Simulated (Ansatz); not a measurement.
System: N₂H₄ (charge 0, singlet). SMILES: NN
Coordinates optimised at B3LYP-D3(BJ)/def2-TZVP (Ansatz, an electronic-structure program):
```xyz
6

N     -0.0129     0.7139    -0.0827
N      0.0114    -0.7158    -0.0646
H      0.2269     1.1174     0.8176
H     -0.9512     1.0064    -0.3221
H     -0.2103    -1.0959     0.8505
H      0.9449    -1.0146    -0.3149
```
Charge 0, spin multiplicity 1.


Quantity: enthalpy of formation at 298 K (from the atomisation energy, B3LYP-D3(BJ)/def2-TZVP harmonic zero-point and thermal terms from Ansatz, and the atoms' enthalpies of formation in the G2/97 table; no spin-orbit terms, and no core term in the frozen-core levels), in kcal/mol. Cores are frozen in the correlated levels unless marked. Open shells are spin-unrestricted. Spin-orbit coupling is left out. No relativistic terms. FCI takes restricted orbitals. The coupled-cluster limit lacks core correlation, which all-electron functionals hold. Basis-set limits of correlation are two-point, X^-3; Hartree-Fock from the larger set. The bracket is a focal-point correction in the basis named.

```tsv
level	program	enthalpy of formation at 298 K (kcal/mol)	minus last row
HF/cc-pVTZ	Ansatz	195.6	171.5
CAM-B3LYP/def2-TZVPD	Ansatz	17.9	-6.2
SCS-MP2/STO-3G	Ansatz	123.2	99.1
SCS-MP2/aug-cc-pVDZ	Ansatz	56.9	32.8
CCSD/def2-TZVPP	Ansatz	47.2	23.1
CCSD(T)/cc-pVQZ	Ansatz	30.8	6.7
CCSD(T) with core electrons/cc-pwCVTZ	Ansatz	39.6	15.5
FCI/STO-3G	Ansatz	110.2	86.1
RI-MP2/CBS(aug-cc-pVTZ,aug-cc-pVQZ)+[CCSD(T)-MP2]/aug-cc-pVDZ	Ansatz	23.0	-1.1
CCSD(T)/CBS(def2-TZVPPD,def2-QZVPPD)	Ansatz	24.1	0.0
```
